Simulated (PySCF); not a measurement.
**The first ionisation energy along the noble gases**

All values are computed (PySCF 2.14, energy differences of UHF-based or UKS calculations, no spin-orbit coupling). Values in eV. The last column holds reference values (NIST; (s) semi-empirical, (t) theoretical, else measured). Unmarked ones compare directly (S terms, centres of terms, or small fine structure); those marked * lie between the lowest fine-structure levels and include a spin-orbit shift.

| element | configurations | UHF | MP2 (valence) | SCS-MP2 (valence) | CCSD (valence) | CCSD(T) (valence) | reference |
| --- | --- | --- | --- | --- | --- | --- | --- |
| He (x2c-SVPall, spin-free X2C) | 1s2 → 1s1 | 23.443 | 24.125 | 24.261 | 24.308 | 24.308 | 24.587 |
| Ne (x2c-SVPall, spin-free X2C) | [Ne] → [He] 2s2 2p5 | 19.790 | 21.249 | 21.121 | 21.060 | 21.060 | 21.597 |
| Ar (x2c-SVPall, spin-free X2C) | [Ar] → [Ne] 3s2 3p5 | 14.589 | 15.325 | 15.237 | 15.185 | 15.180 | 15.819 |
| Kr (x2c-SVPall, spin-free X2C) | [Kr] → [Ar] 3d10 4s2 4p5 | 13.151 | 13.838 | 13.761 | 13.723 | 13.727 | 14.222 |
| Xe (x2c-SVPall, spin-free X2C) | [Xe] → [Kr] 4d10 5s2 5p5 | 11.591 | 12.212 | 12.149 | 12.145 | 12.147 | 12.565 |

```
           method  elements  mean error (eV)  mean absolute error (eV)  largest error (eV)
              UHF         5           -1.245                     1.245              -1.807
    MP2 (valence)         5           -0.408                     0.408              -0.494
SCS-MP2 (valence)         5           -0.452                     0.452              -0.582
   CCSD (valence)         5           -0.474                     0.474              -0.634
CCSD(T) (valence)         5           -0.474                     0.474              -0.639
```

Errors include the incompleteness of the basis and the frozen core.

"Valence" correlates the outer s and p shells and, in groups 3 to 12 and the f block, the outer d or f shell, open or full, or the next shell where the ion has no valence electron left; the wider scheme adds the next inner shell.
